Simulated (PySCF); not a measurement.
Species: C4H3N.
Numbering: `[CH3:1][C:2]#[C:3][C:4]#[N:5]` (hydrogens: H6, H7, H8 on C1)

The same species was optimised twice, with GFN2-xTB and with PBE0-D3(BJ)/def2-SVP (PySCF), and the same property calculations (PySCF, gas phase) were run on both structures.

| coordinate | GFN2-xTB | PBE0-D3(BJ)/def2-SVP | change |
| --- | --- | --- | --- |
| C4≡N5 (Å) | 1.149 | 1.163 | +0.014 |
| C3–C4 (Å) | 1.361 | 1.374 | +0.013 |
| C1–H7 (Å) | 1.090 | 1.101 | +0.011 |
| C1–H6 (Å) | 1.090 | 1.101 | +0.011 |
| C1–H8 (Å) | 1.090 | 1.101 | +0.011 |
| C1–C2 (Å) | 1.436 | 1.447 | +0.011 |
| C2≡C3 (Å) | 1.208 | 1.216 | +0.008 |
| H6–C1–H8 (°) | 109.1 | 108.2 | -0.9 |
| C2–C1–H8 (°) | 109.9 | 110.8 | +0.9 |
| H6–C1–H7 (°) | 109.0 | 108.2 | -0.8 |
| H7–C1–H8 (°) | 109.0 | 108.2 | -0.8 |
| C2–C1–H6 (°) | 109.9 | 110.7 | +0.8 |
| C2–C1–H7 (°) | 109.9 | 110.7 | +0.8 |
| C1–C2–C3 (°) | 180.0 | 179.7 | -0.3 |
| C2–C3–C4 (°) | 180.0 | 179.8 | -0.2 |

Rotational constants: A = 159112, B = 2099, C = 2099 MHz (GFN2-xTB) against A = 157633, B = 2062, C = 2062 MHz (PBE0-D3(BJ)/def2-SVP). Point groups within 0.08 Å: C3v and C3v.

On the GFN2-xTB structure: isotropic polarisability (au) 54.4 [wB97X-D/def2-SVPD]; HOMO (eV) -10.20 [wB97X-D/def2-SVPD]; LUMO (eV) 0.66 [wB97X-D/def2-SVPD]; dipole (D) 5.37 [wB97X-D/def2-SVPD]; HOMO (eV) -8.39 [PBE0/pcSseg-1]; LUMO (eV) -1.08 [PBE0/pcSseg-1]; dipole (D) 5.33 [PBE0/pcSseg-1]; GIAO shielding of C1 (ppm) 182.2 [PBE0/pcSseg-1]; GIAO shielding of C2 (ppm) 100.3 [PBE0/pcSseg-1]; GIAO shielding of C3 (ppm) 124.0 [PBE0/pcSseg-1]; GIAO shielding of C4 (ppm) 75.3 [PBE0/pcSseg-1]; GIAO shielding of N5 (ppm) -32.6 [PBE0/pcSseg-1].

Problem. What do these properties become on the PBE0-D3(BJ)/def2-SVP structure?

Solution. 
```tsv
property	level	on GFN2-xTB	on PBE0-D3(BJ)/def2-SVP	change
isotropic polarisability (au)	wB97X-D/def2-SVPD	54.4	55.4	+1.0
HOMO (eV)	wB97X-D/def2-SVPD	-10.20	-10.19	+0.01
LUMO (eV)	wB97X-D/def2-SVPD	0.66	0.55	-0.11
dipole (D)	wB97X-D/def2-SVPD	5.37	5.39	+0.02
energy, GFN2-xTB geometry as zero (kcal/mol)	wB97X-D/def2-SVPD	0.0	-0.6	-0.6
HOMO (eV)	PBE0/pcSseg-1	-8.39	-8.38	+0.01
LUMO (eV)	PBE0/pcSseg-1	-1.08	-1.19	-0.11
dipole (D)	PBE0/pcSseg-1	5.33	5.35	+0.02
energy, GFN2-xTB geometry as zero (kcal/mol)	PBE0/pcSseg-1	0.0	-0.1	-0.1
GIAO shielding of C1 (ppm)	PBE0/pcSseg-1	182.2	179.8	-2.4
GIAO shielding of C2 (ppm)	PBE0/pcSseg-1	100.3	100.5	+0.2
GIAO shielding of C3 (ppm)	PBE0/pcSseg-1	124.0	122.4	-1.6
GIAO shielding of C4 (ppm)	PBE0/pcSseg-1	75.3	72.9	-2.4
GIAO shielding of N5 (ppm)	PBE0/pcSseg-1	-32.6	-38.0	-5.4
```

The heavy atoms differ by 0.016 Å rms after alignment. Among all bonds C3–C4 and C4≡N5 change most and about equally (+0.013 to +0.014 Å). Changes are differences of the printed values. Neither structure is proved a minimum here.

The pairwise dispersion term of wB97X-D wasn't added to the energies; at a given geometry it leaves orbitals and properties as they are.
